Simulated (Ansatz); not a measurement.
Basis-set extrapolation for `CC(N)(S)S` (PBE0-D4/def2-TZVP geometry, frozen core, Ansatz 0.2.0). Multiplicity 1, RHF reference.

```json
{"": "HF", "def2-TZVPP": "-929.385802", "def2-QZVPP": "-929.414846"}
{"": "MP2 correlation", "def2-TZVPP": "-0.926064", "def2-QZVPP": "-0.995485"}
{"": "CCSD(T) correlation", "def2-TZVPP": "-1.024691", "def2-QZVPP": "not run"}
```

Energies in hartree. Use E(X) = E(∞) + A·exp(−7.88·√X) for Hartree–Fock and E(X) = E(∞) + B·X^(−2.97) for correlation, with X = 3 and 4, and add CCSD(T) minus MP2 of the smaller set to the MP2 limit.

**Question.** What is the CCSD(T) energy at the basis-set limit?

**Answer.** HF limit: -929.414846 + (-0.029044) × 0.13774 = -929.41885. MP2 limit: -0.995485 + (-0.069421) × 0.74074 = -1.04691. Higher-order term: -1.024691 − (-0.926064) = -0.09863. Total: -930.56439 hartree, 96.6 kcal/mol below CCSD(T)/def2-TZVPP.
